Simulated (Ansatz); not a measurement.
One change: `FC(F)=C(F)F` becomes `FC(F)=C(F)Cl`.

Ansatz, PBE0-D4/def2-TZVP geometries, multiplicity 1. 

| property | `FC(F)=C(F)F` |
| --- | --- |
| HOMO–LUMO gap (ωB97M-V/def2-TZVPP) / eV | 13.03 |
| HOMO–LUMO gap (PBE0/def2-TZVPP) / eV | 8.41 |
| HOMO energy (PBE/def2-TZVPP) / eV | -6.04 |
| HOMO energy (ωB97M-V/def2-TZVPP) / eV | -9.82 |
| HOMO energy (B3LYP/def2-TZVPP) / eV | -7.35 |
| LUMO energy (PBE0/def2-TZVPP) / eV | 0.88 |

(1) What does the change do to each property? (Estimate.)

Answers

(1) Computed: 
| property | `FC(F)=C(F)Cl` | shift |
| --- | --- | --- |
| HOMO–LUMO gap (ωB97M-V/def2-TZVPP) / eV | 12.22 | -0.81 |
| HOMO–LUMO gap (PBE0/def2-TZVPP) / eV | 7.73 | -0.68 |
| HOMO energy (PBE/def2-TZVPP) / eV | -6.05 | -0.01 |
| HOMO energy (ωB97M-V/def2-TZVPP) / eV | -9.64 | 0.18 |
| HOMO energy (B3LYP/def2-TZVPP) / eV | -7.23 | 0.12 |
| LUMO energy (PBE0/def2-TZVPP) / eV | 0.30 | -0.58 |

With PBE0 the HOMO rises by 0.10 eV and the LUMO falls by 0.58 eV, so the gap narrows by about 0.68 eV. PBE moves the HOMO by -0.01 eV and ωB97M-V by 0.18 eV.

B3LYP here is the variant with VWN-RPA as its local correlation; programs differ in this.
